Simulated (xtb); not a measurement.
xtb input (GFN2-xTB):

```bash
xtb mol.xyz --gfn 2 --ohess tight --chrg -1 --uhf 0
```
mol.xyz:
```
2

S     -0.03365505     0.50959265     0.43746887
H     -0.03874635    -0.51328688    -0.45262337
```

End of the output:

```
           -------------------------------------------------
          | TOTAL ENERGY               -3.950038632172 Eh   |
          | TOTAL ENTHALPY             -3.941344852559 Eh   |
          | TOTAL FREE ENERGY          -3.962481315076 Eh   |
Note: The following floating-point exceptions are signalling: IEEE_DENORMAL
normal termination of xtb
          | GRADIENT NORM               0.000179263427 Eh/α |
          | HOMO-LUMO GAP               5.169939135354 eV   |
           -------------------------------------------------

------------------------------------------------------------------------
------------------------------------------------------------------------
 total:
 SCF:
 ANC optimizer:
 analytical hessian:
```

Whether it binds its extra electron was not tested at this geometry.
